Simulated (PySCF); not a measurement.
PySCF input file for oxygen (O2), SMILES O=O (connectivity only; charge and spin as stated), neutral, multiplicity 3, PBE-D3(BJ)/def2-TZVPD. Coordinates come from a PBE-D3(BJ)/def2-TZVPD optimisation.

```python
import numpy as np
from pyscf import gto, scf, dft, df
from pyscf.hessian import thermo

mol = gto.M(
    atom='''
    O     0.00000000    0.00000000   -0.60916546
    O     0.00000000    0.00000000    0.60916546
    ''',
    basis='def2-TZVPD',
    charge=0,
    spin=2,
    max_memory=1600,
    verbose=3,
)
mf = dft.UKS(mol, xc='pbe').density_fit(auxbasis='def2-universal-jkfit')
mf.disp = 'd3bj'
mf.grids.level = 3
mf.conv_tol = 1e-11
mf.max_cycle = 100
mf.kernel()
fine, coarse = mf.grids, dft.Grids(mol).set(level=1).build(with_non0tab=True)
for _ in range(3):  # follow internal instabilities
    mf.grids = coarse
    mo, _, stable, _ = mf.stability(return_status=True, nroots=4)
    mf.grids = fine
    if stable:
        break
    mf.kernel(mf.make_rdm1(mo, mf.mo_occ))

# [left out here: the lines that compute and print the analytic Hessian (its translational invariance restored by hand, since the grid's response is missing), thermochemistry and intensities]
```

Output:

```

WARN: HOMO -0.238389285511167 >= LUMO -0.238389285511181

converged SCF energy = -150.250456106806  <S^2> = 2.00462  2S+1 = 3.0030784
<class 'pyscf.df.df_jk.DFUKS'> wavefunction is stable in the internal stability analysis

WARN: DFTD3 does not support analytical Hessian, using finite difference


WARN: Mole.unit (angstrom) is changed to Bohr

Mode                                 0
Irrep
Freq [cm^-1]                     1555.0640
Reduced mass [au]                  15.9990
Force const [Dyne/A]               22.7950
Char temp [K]                    2237.3908
Normal mode                   x     y     z
       0   O                 0.00  0.00 -0.18
       1   O                 0.00  0.00  0.18
temperature 298.1500 [K]
pressure 101325.00 [Pa]
Rotational constants [GHz] inf 42.56218 42.56218
Symmetry number 2
Zero-point energy (ZPE) 0.00354 [Eh]   9301.348 [J/mol]
                           tot       elec      trans        rot        vib
Entropy [J/mol/K]       205.127      9.134    151.969     43.985      0.039
Cv [J/mol/K]             21.044      0.000     12.472      8.314      0.258
Cp [J/mol/K]             29.359      0.000     20.786      8.314      0.258
Internal energy [J/mol]                      3718.434   2478.956   9311.599
Internal energy [Eh]   -150.24455  -150.25046
Enthalpy [J/mol]                             6197.391   2478.956   9311.599
Enthalpy [Eh]          -150.24360
Gibbs free energy [J/mol]                  -39112.055 -10635.206   9299.982
Gibbs free energy [Eh] -150.26690
mode   freq/cm-1   IR/(km/mol)
   1     1555.06         0.000
max |gradient| / (hartree/bohr): 1.6858111479961054e-06
APT charges: [-0. -0.]
```

The run converged.
